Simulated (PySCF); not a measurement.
## Threshold energies of BCl in a plasma

CCSD(T) extrapolated to the basis-set limit (PySCF; BCl CCSD(T)/CBS(TQ)+CV+SR, BCl⁺ CCSD(T)/CBS(TQ)+CV+SR; CV core-valence, SR scalar-relativistic term); no spin–orbit coupling.

| species | state (unpaired electrons) | Re (Å) | ωe (cm⁻¹) | energy of the minimum from the neutral (eV) | De (eV) | dissociates to |
| --- | --- | --- | --- | --- | --- | --- |
| BCl | singlet (closed shell) | 1.716 | 842 | 0.00 | 5.34 | B + Cl |
| BCl⁺ | doublet (σ ↑) | 1.593 | 1151 | 9.99 | 3.62 | B⁺ + Cl |

Question: Work out the lowest energy to break BCl into atoms, from its vibrational ground state.

Answer: D0 = De − ωe/2 = 5.34 − 0.05 = 5.29 eV (composite CCSD(T)).

Question: Work out the ionisation energy of the B atom at this level and the threshold of dissociative ionisation.

Answer: IE(B) = 9.99 + 3.62 − 5.34 = 8.27 eV, so B⁺ + Cl + e⁻ appears at D0 + IE(B) = 13.56 eV (composite CCSD(T)). The measured IE(B) is 8.298 eV (NIST ASD).

These are thermodynamic thresholds; the onsets seen under electron impact lie higher where the geometry changes, and cross-sections peak well above them.

For an ion De counts to the pair picked by the measured ionisation energies or electron affinities, which need not be the lowest pair at this level. Where the molecule has an RHF reference, its open-shell atoms are computed with UHF. States were picked by a PBE0 search and need not be the measured ground states.
